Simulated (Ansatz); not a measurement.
`CC#CC=O`. Total charge 0; spin multiplicity 1.

```
atom   x (Å)   y (Å)   z (Å)
  C1   0.714  -0.373   1.627
  C2   0.144  -0.068   0.334
  C3  -0.328   0.205  -0.741
  C4  -0.897   0.471  -2.033
  O5  -1.098   1.574  -2.475
  H6   0.157  -1.174   2.117
  H7   0.708   0.505   2.276
  H8   1.750  -0.706   1.513
  H9  -1.149  -0.435  -2.619
```

**Question.** What are the harmonic wavenumbers in cm⁻¹ at PBE0-D4/def2-TZVP (Ansatz, finite differences of forces, unscaled)? (An estimate is asked.)

**Answer.** Ansatz gave: 22i, 134, 171, 349, 408, 574, 828, 1017, 1037, 1045, 1183, 1401, 1415, 1459, 1464, 1784, 2344, 2946, 3052, 3123, 3129.
